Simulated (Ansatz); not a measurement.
## GaNi (Pm-3m)

Method: DFT PBEsol, scalar-relativistic, plane waves, PAW (Ansatz).

Settings: cutoff 420 eV, Γ-centred mesh 14×14×14 on the computed 2-atom cell, Gaussian smearing of 0.10 eV; no spin polarisation.

The structure is relaxed at this level of theory with its symmetry kept. Whether it is the stable form of this composition wasn't checked.

```cif
data_structure
_symmetry_space_group_name_H-M 'Pm-3m'
_symmetry_Int_Tables_number 221
_cell_length_a 2.8728
_cell_length_b 2.8728
_cell_length_c 2.8728
_cell_angle_alpha 90.000
_cell_angle_beta 90.000
_cell_angle_gamma 90.000
_cell_volume 23.71
loop_
_atom_site_label
_atom_site_type_symbol
_atom_site_symmetry_multiplicity
_atom_site_Wyckoff_symbol
_atom_site_fract_x
_atom_site_fract_y
_atom_site_fract_z
_atom_site_occupancy
Ga1 Ga 1 a 0.00000 0.00000 0.00000 1
Ni1 Ni 1 b 0.50000 0.50000 0.50000 1
```

**Question.** Formation energy from the elements' standard states (uncorrected)?

**Answer.** -0.412 eV/atom.

**Question.** Density of states at the Fermi level?

**Answer.** 0.87 states/eV per cell.

**Question.** Löwdin character within 0.5 eV of the Fermi level?

**Answer.** Ni 3d 61 %, Ga 4p 27 %.

**Question.** Bulk modulus?

**Answer.** 176 GPa.

**Question.** Its pressure derivative?

**Answer.** 4.8.

**Question.** Bader charges (e)?

**Answer.** Ga (1 in the cell) 0.34, Ni (1 in the cell) -0.34.

A ferromagnetic start lost its moments in a first run, so spin was left out; other magnetic orders weren't tried.